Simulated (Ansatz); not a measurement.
A structure relaxed at PBE0-D4/def2-TZVP, charge 0, multiplicity 1:

```json
{"atom": "C1", "x (Å)": "-1.063", "y (Å)": "0.569", "z (Å)": "-1.125"}
{"atom": "C2", "x (Å)": "-0.303", "y (Å)": "0.685", "z (Å)": "0.181"}
{"atom": "C3", "x (Å)": "0.405", "y (Å)": "-0.596", "z (Å)": "0.573"}
{"atom": "O4", "x (Å)": "1.306", "y (Å)": "-1.067", "z (Å)": "-0.375"}
{"atom": "O5", "x (Å)": "1.006", "y (Å)": "-0.406", "z (Å)": "1.795"}
{"atom": "F6", "x (Å)": "-0.508", "y (Å)": "-1.613", "z (Å)": "0.674"}
{"atom": "H7", "x (Å)": "-0.399", "y (Å)": "0.301", "z (Å)": "-1.949"}
{"atom": "H8", "x (Å)": "-1.543", "y (Å)": "1.518", "z (Å)": "-1.371"}
{"atom": "H9", "x (Å)": "-1.838", "y (Å)": "-0.195", "z (Å)": "-1.059"}
{"atom": "H10", "x (Å)": "-0.971", "y (Å)": "0.946", "z (Å)": "1.005"}
{"atom": "H11", "x (Å)": "0.454", "y (Å)": "1.473", "z (Å)": "0.129"}
{"atom": "H12", "x (Å)": "1.983", "y (Å)": "-0.394", "z (Å)": "-0.491"}
{"atom": "H13", "x (Å)": "1.472", "y (Å)": "-1.222", "z (Å)": "2.013"}
```

(1) Give its formula and SMILES.

(2) Point group (tolerance 0.08 Å, 0.16 Å for H)?

(3) Summarise the bond lengths by kind.

Results:

(1) C3H7FO2, `CCC(O)(O)F`.

(2) C1.

(3) 2 × C–C 1.515 to 1.516 Å; 5 × C–H 1.091 to 1.094 Å; 2 × C–O 1.375 to 1.390 Å; 1 × C–F 1.370 Å; 2 × H–O 0.962 to 0.965 Å.

Computed with Ansatz.
